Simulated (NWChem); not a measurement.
Everything below was run with NWChem. System: C₄H₅N, charge 0, spin multiplicity 1, displaced from the optimised geometry. Level: BLYP/def2-SVP.

The NWChem input:

```
start mol
memory heap 200 mb stack 900 mb global 1100 mb
geometry units angstroms nocenter noautoz
  C     -0.724992     0.000000    -1.002537
  C      0.724992     0.000000    -1.002537
  C      1.141593     0.000000     0.340919
  N      0.000000     0.000000     1.139516
  C     -1.141593     0.000000     0.340919
  H     -1.392553     0.000000    -1.889539
  H      1.392553     0.000000    -1.889539
  H      2.157873     0.000000     0.786207
  H      0.000000     0.000000     2.169462
  H     -2.157873     0.000000     0.786207
  symmetry group C2v
end
basis spherical
  * library def2-svp
end
dft
  xc becke88 lyp
  semidirect memsize 60000000 filesize 0
  iterations 100
  convergence energy 1e-4 density 1e-3 gradient 5e-3
end
task dft gradient
```

NWChem printed:

```
             Northwest Computational Chemistry Package (NWChem) 7.3.0
             --------------------------------------------------------

                                NWChem Input Module
                                -------------------

 Scaling coordinates for geometry "geometry" by  1.889725989
 (inverse scale =  0.529177249)

 Turning off AUTOSYM since
 SYMMETRY directive was detected!

                             Geometry "geometry" -> ""
                             -------------------------

 Output coordinates in angstroms (scale by  1.889725989 to convert to a.u.)

  No.       Tag          Charge          X              Y              Z
 ---- ---------------- ---------- -------------- -------------- --------------
    1 C                    6.0000    -0.72499200     0.00000000    -1.00253700
    2 C                    6.0000     0.72499200     0.00000000    -1.00253700
    3 C                    6.0000     1.14159300     0.00000000     0.34091900
    4 N                    7.0000     0.00000000     0.00000000     1.13951600
    5 C                    6.0000    -1.14159300     0.00000000     0.34091900
    6 H                    1.0000    -1.39255300     0.00000000    -1.88953900
    7 H                    1.0000     1.39255300     0.00000000    -1.88953900
    8 H                    1.0000     2.15787300     0.00000000     0.78620700
    9 H                    1.0000     0.00000000     0.00000000     2.16946200
   10 H                    1.0000    -2.15787300     0.00000000     0.78620700

 Effective nuclear repulsion energy (a.u.)     157.8627795676

            Nuclear Dipole moment (a.u.)
            ----------------------------
        X                 Y               Z
 ---------------- ---------------- ----------------
     0.0000000000     0.0000000000    -0.0000113384

      Symmetry information
      --------------------

 Group name             C2v
 Group number             16
 Group order               4
 No. of unique centers     6

      Symmetry unique atoms

     1    3    4    6    8    9


 Summary of "ao basis" -> "" (spherical)
[...]
          Charge           :     0
          Spin multiplicity:     1
          Use of symmetry is: on ; symmetry adaption is: on
          Maximum number of iterations: 100
          AO basis - number of functions:    95
                     number of shells:    45
          Convergence on energy requested:  1.00D-04
          Convergence on density requested:  1.00D-03
          Convergence on gradient requested:  5.00D-03

              XC Information
              --------------
                    Becke 1988 Exchange Functional  1.000
              Lee-Yang-Parr Correlation Functional  1.000

             Grid Information
             ----------------
          Grid used for XC integration:  medium
          Radial quadrature: Mura-Knowles
          Angular quadrature: Lebedev.
          Tag              B.-S. Rad. Rad. Pts. Rad. Cut. Ang. Pts.
          ---              ---------- --------- --------- ---------
          C                   0.70       49          10.0       434
          N                   0.65       49          10.0       434
          H                   0.35       45          11.0       434
          Grid pruning is: on
          Number of quadrature shells:   282
          Spatial weights used:  Erf1

          Convergence Information
          -----------------------
          Convergence aids based upon iterative change in
          total energy or number of iterations.
          Levelshifting, if invoked, occurs when the
          HOMO/LUMO gap drops below (HL_TOL):  1.00D-02
          DIIS, if invoked, will attempt to extrapolate
          using up to (NFOCK): 10 stored Fock matrices.

                    Damping( 0%)  Levelshifting(0.5)       DIIS
                  --------------- ------------------- ---------------
          dE  on:    start            ASAP                start
          dE off:    2 iters        100 iters           100 iters

      Screening Tolerance Information
      -------------------------------
          Density screening/tol_rho:  1.00D-10
          AO Gaussian exp screening on grid/accAOfunc:   9
          CD Gaussian exp screening on grid/accCDfunc:  20
          XC Gaussian exp screening on grid/accXCfunc:  20
          Schwarz screening/accCoul:  1.00D-08

                            NWChem DFT Gradient Module
                            --------------------------

  charge          =   0.00
  wavefunction    = closed shell

  Using symmetry

                         DFT ENERGY GRADIENTS

    atom               coordinates                        gradient
                 x          y          z           x          y          z
   1 C      -1.370036   0.000000  -1.894520   -0.003005   0.000000  -0.003950
   2 C       1.370036   0.000000  -1.894520    0.003005  -0.000000  -0.003950
   3 C       2.157298   0.000000   0.644243   -0.000035   0.000000   0.003596
   4 N       0.000000   0.000000   2.153373    0.000000   0.000000   0.000220
   5 C      -2.157298   0.000000   0.644243    0.000035   0.000000   0.003596
   6 H      -2.631544   0.000000  -3.570711   -0.005693   0.000000  -0.007664
   7 H       2.631544   0.000000  -3.570711    0.005693   0.000000  -0.007664
   8 H       4.077789   0.000000   1.485716    0.009009   0.000000   0.003460
   9 H       0.000000   0.000000   4.099689    0.000000   0.000000   0.008895
  10 H      -4.077789   0.000000   1.485716   -0.009009   0.000000   0.003460

                 ----------------------------------------
                 |  Time  |  1-e(secs)   |  2-e(secs)   |
                 ----------------------------------------
                 |  CPU   |       0.00   |       0.89   |
                 ----------------------------------------
                 |  WALL  |       0.00   |       0.89   |
                 ----------------------------------------

 Task  times  cpu:        2.3s     wall:        2.3s

 Total times  cpu:        2.3s     wall:        2.3s
```
